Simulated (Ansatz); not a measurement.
One crystal and one scan (energy against volume) at two levels, PBE (plane waves to 420 eV, PAW, scalar-relativistic; Ansatz, an electronic-structure program) and r2SCAN (plane waves to 500 eV, PAW, scalar-relativistic; Ansatz), each from its own relaxed cell and on its own mesh.

The crystal is Mo (bcc, W type); the cell is scaled evenly about its relaxed volume V₀.

E stands for the smeared free energy. Mo is run without spin polarisation. Mo was relaxed with its symmetry unable to fall. Both scans cover V/V₀ from 0.940 to 1.060.

```json
[
 {"quantity": "Lattice constant a (Å)", "run 1": "3.161", "run 2": "3.151"},
 {"quantity": "Pressure at the smallest volume (GPa)", "run 1": "18.3", "run 2": "19.1"},
 {"quantity": "Energy cost of the largest compression (meV/atom)", "run 1": "51", "run 2": "53"},
 {"quantity": "Bulk modulus B₀ (third-order Birch-Murnaghan fit) (GPa)", "run 1": "259.4", "run 2": "271.3"},
 {"quantity": "Pressure for 5 % compression (fit) (GPa)", "run 1": "14.8", "run 2": "15.5"}
]
```

Q: Which run is which level?

A: Run 1 is PBE, run 2 is r2SCAN. PBE gives the higher value for: lattice constant a. PBE gives the lower value for: pressure at the smallest volume; bulk modulus B₀; pressure for 5 % compression. For the lattice constant a the reference is 3.141 Å (measured, corrected to the static lattice; as given in Daniel Mejia-Rodriguez, S. B. Trickey, Physical Review B (2018), arXiv:1807.09216): r2SCAN lies nearer.  Neither level is exact: the differences show how much the result hangs on the functional.

(A scan under strain: stresses follow from slopes of the energy per volume, elastic moduli from its curvatures.)
